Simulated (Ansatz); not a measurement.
Compare A (`C1=CCC=CC1`) with its isomer B (`CC1=CCC=C1`).

Calculated with Ansatz (gas phase, PBE0-D4/def2-TZVP geometries, no zero-point term in ΔE). CBS: MP2 limit from def2 TZ/QZ plus the TZ coupled-cluster correction, frozen cores. Functionals use def2-TZVPP. B3LYP here is the variant with VWN-RPA as its local correlation; programs differ in this.

A:

Z-matrix (Å, degrees):
```
C
C 1 1.493
C 1 1.493 2 112.9
H 1 1.099 2 109.8 3 -122.9
H 1 1.100 2 109.8 3 122.9
C 2 1.327 1 123.6 3 -0.3
H 2 1.086 1 117.0 3 179.7
C 3 1.327 1 123.6 2 0.3
H 3 1.086 1 117.0 2 -179.7
C 6 1.493 2 123.6 1 0.0
H 6 1.086 2 119.4 1 180.0
H 8 1.086 3 119.4 1 180.0
H 10 1.099 6 109.8 2 123.3
H 10 1.100 6 109.8 2 -122.6
```

B:

Z-matrix (Å, degrees):
```
C
C 1 1.487
H 1 1.094 2 111.1
H 1 1.095 2 111.1 3 -118.7
H 1 1.091 2 111.4 3 120.6
C 2 1.344 1 128.0 3 -120.3
C 2 1.466 1 123.8 3 59.6
C 6 1.492 2 109.8 1 180.0
H 6 1.082 2 126.1 1 -0.0
C 7 1.340 2 109.8 1 -180.0
H 7 1.084 2 124.1 1 0.0
H 8 1.098 6 112.2 2 120.5
H 8 1.098 6 112.2 2 -120.5
H 10 1.081 7 126.8 2 180.0
```

Which isomer does CCSD(T)/CBS put lower? Give the gap. (An estimate is asked.)

Ansatz gave: B, by 1.3 kcal/mol.

Give E(B) − E(A) in kcal/mol with B2PLYP, CCSD(T)/def2-TZVPP, CCSD(T)/def2-SVP, PBE0-D4, B3LYP, BLYP-D4, MP2/def2-TZVPP. (Estimate.)

Computed: B2PLYP -2.0, CCSD(T)/def2-TZVPP -1.4, CCSD(T)/def2-SVP -1.5, PBE0-D4 -2.0, B3LYP -1.6, BLYP-D4 -1.6, MP2/def2-TZVPP -3.6. None reverses the order clearly.

Does the order hold for the free energy at 298.15 K (harmonic terms from PBE0-D4)? (Best estimate.)

The calculation gave: Yes: G(B) − G(A) = -3.5 kcal/mol.

Largest T1 diagnostic: 0.011.

Leaving LDA and LC-ωPBE aside and taking each functional with its dispersion term where it has one, the values, not all of them listed here, spread over 2.8 kcal/mol, from PBE-D4 to BHLYP-D4. From PBE to PBE0 (25 % exact exchange), in def2-TZVPP and without D4, E(B) − E(A) moves by +0.9 kcal/mol.
